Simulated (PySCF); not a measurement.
## SiH⁺: everyday levels beside a composite calculation

PySCF; the state is a singlet (closed shell). The composite is CCSD(T) extrapolated to the basis-set limit from two correlation-consistent sets, with core-valence (CV) and scalar-relativistic (SR) terms as its label shows; it has no spin–orbit coupling and nothing beyond (T). Here it is CCSD(T)/CBS(TQ)+CV+SR. It gives Re = 1.504 Å, ωe = 2162 cm⁻¹ and De = 3.43 eV to Si⁺ + H.

| level | basis | relativity | Re (Å) | ωe (cm⁻¹) | De (eV) |
| --- | --- | --- | --- | --- | --- |
| RHF-CCSD | 3-21G | no relativity | 1.553 | 1948 | 2.54 |
| RHF-CCSD | 6-311G(d,p) | no relativity | 1.501 | 2212 | 3.20 |
| PW91 | jorge-DZP-DKH | spin-free X2C | 1.545 | 2035 | 3.20 |
| BP86 | 3-21G | no relativity | 1.561 | 1959 | 3.16 |
| TPSS | def2-TZVPPD | no relativity | 1.516 | 2126 | 3.45 |
| r²SCAN | 3-21G | no relativity | 1.546 | 2027 | 2.98 |
| B3LYP | def2-TZVPPD | no relativity | 1.515 | 2121 | 3.36 |
| MN15 | 3-21G | no relativity | 1.524 | 2096 | 3.20 |
| MN15 | def2-TZVPPD | no relativity | 1.495 | 2201 | 3.40 |
| B2PLYP | 6-311G(d,p) | no relativity | 1.508 | 2189 | 3.23 |

**Question.** Give the difference of each row from the composite.

**Answer.** 

```json
{"level": "RHF-CCSD", "basis": "3-21G", "ΔRe (pm)": "+4.9", "Δωe (%)": "-9.9", "ΔDe (eV)": "-0.89"}
{"level": "RHF-CCSD", "basis": "6-311G(d,p)", "ΔRe (pm)": "-0.3", "Δωe (%)": "+2.3", "ΔDe (eV)": "-0.23"}
{"level": "PW91", "basis": "jorge-DZP-DKH", "ΔRe (pm)": "+4.1", "Δωe (%)": "-5.9", "ΔDe (eV)": "-0.23"}
{"level": "BP86", "basis": "3-21G", "ΔRe (pm)": "+5.7", "Δωe (%)": "-9.4", "ΔDe (eV)": "-0.27"}
{"level": "TPSS", "basis": "def2-TZVPPD", "ΔRe (pm)": "+1.2", "Δωe (%)": "-1.7", "ΔDe (eV)": "+0.02"}
{"level": "r²SCAN", "basis": "3-21G", "ΔRe (pm)": "+4.2", "Δωe (%)": "-6.2", "ΔDe (eV)": "-0.45"}
{"level": "B3LYP", "basis": "def2-TZVPPD", "ΔRe (pm)": "+1.1", "Δωe (%)": "-1.9", "ΔDe (eV)": "-0.07"}
{"level": "MN15", "basis": "3-21G", "ΔRe (pm)": "+2.0", "Δωe (%)": "-3.1", "ΔDe (eV)": "-0.23"}
{"level": "MN15", "basis": "def2-TZVPPD", "ΔRe (pm)": "-0.9", "Δωe (%)": "+1.8", "ΔDe (eV)": "-0.03"}
{"level": "B2PLYP", "basis": "6-311G(d,p)", "ΔRe (pm)": "+0.4", "Δωe (%)": "+1.2", "ΔDe (eV)": "-0.20"}
```

**Question.** Which rows come closest in De?

**Answer.** TPSS in def2-TZVPPD (+0.02 eV); MN15 in def2-TZVPPD (-0.03 eV), counted from the composite.

Correlated steps freeze 5 core orbitals. For an ion De counts to the pair picked by the measured ionisation energies or electron affinities, which need not be the lowest pair at this level. Where the molecule has an RHF reference, its open-shell atoms are computed with UHF. B2PLYP dipoles, levels and charges come from its SCF part alone. 3-21G is very small, so such numbers show the basis as much as the molecule.
